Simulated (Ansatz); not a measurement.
# Zinc-blende MgS (metastable phase)

Calculation: BLYP (Ansatz, a first-principles code, PAW).

Numerical settings: plane-wave cutoff 520 eV, 10×10×10 k mesh, Fermi–Dirac smearing 0.01 eV, scalar-relativistic PAW data made under PBE.

Cell: measured lattice: a = 5.622 Å, b = 5.622 Å, c = 5.622 Å, α = 90.00°, β = 90.00°, γ = 90.00°.

```json
{
 "band_gap": "3.71 eV (direct)",
 "width_of_the_whole_s_p_valence_band": "11.33 eV"
}
```

Measured, for comparison: band gap 4.78 ± 0.1 eV (temperature not stated, extrapolated in composition from an alloy gap of 4.19 eV, direct; extrapolated from a Zn0.2Mg0.8S0.645Se0.355 epilayer; as tabulated in Lucero et al. (2012), arXiv:1111.4515). Computed (rounded) less measured: band gap -1.07 eV.

Note: cell and atoms aren't relaxed at this level (pressure 3.9 GPa).

The computed numbers hold no vibrational or temperature effects.

Cost on a shared machine: roughly 8 core-seconds.
